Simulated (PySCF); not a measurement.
Below is a simulated gas-phase O 1s photoelectron spectrum of `O=C=PCO`.

Every computed line was given a Gaussian of 0.6 eV full width at half maximum and an area set by the number of equivalent atoms; the highest printed point is 100. Theory: delta-SCF UKS SCAN, pcX-2 on the ionised atom, pcseg-1 elsewhere, spin-free X2C in PySCF.

(binding energy (eV), intensity): (538.4, 0), (538.5, 1), (538.6, 3), (538.7, 7), (538.8, 16), (538.9, 30), (539.0, 50), (539.1, 71), (539.2, 90), (539.3, 100), (539.4, 98), (539.5, 85), (539.6, 64), (539.7, 43), (539.8, 25), (539.9, 13), (540.0, 6), (540.1, 2), (540.2, 1), (540.3, 0)

Question: How many maxima does the curve show, and how many computed lines lie under it?

Answer: The curve has 1 maximum (at 539.3 eV). Under it lie 2 lines from 2 inequivalent oxygen sites. At this width some lines have no maximum of their own.

Question: Decompose the envelope and assign each component. Numbering: `[O:1]=[C:2]=[P:3][CH2:4][OH:5]`.

Answer: 
| position (eV) | relative area | line | atoms | environment |
| --- | --- | --- | --- | --- |
| 539.22 | 1 | O 1s | O5 | alcohol oxygen |
| 539.44 | 1 | O 1s | O1 | oxygen bonded to C |

Question: Above which line width would these two lines show one maximum?

Answer: Two equal Gaussians merge once their distance is under 2σ = FWHM/1.177. With 0.22 eV between them that is a full width over 0.26 eV.

The 2 O 1s values lie within 0.22 eV of each other; Gaussian lines of 0.5 eV full width would blend them into one maximum.

The curve has no shake-up lines and no vibrational structure. One conformer (not necessarily the lowest) at the GFN2-xTB geometry, without solvent, vibrations or thermal averaging.

The values belong to the conformer `[O:1]=[C:2]=[P:3][CH2:4][OH:5]`: C2–P3–C4–O5 -70°, H–O5–C4–P3 -65°.
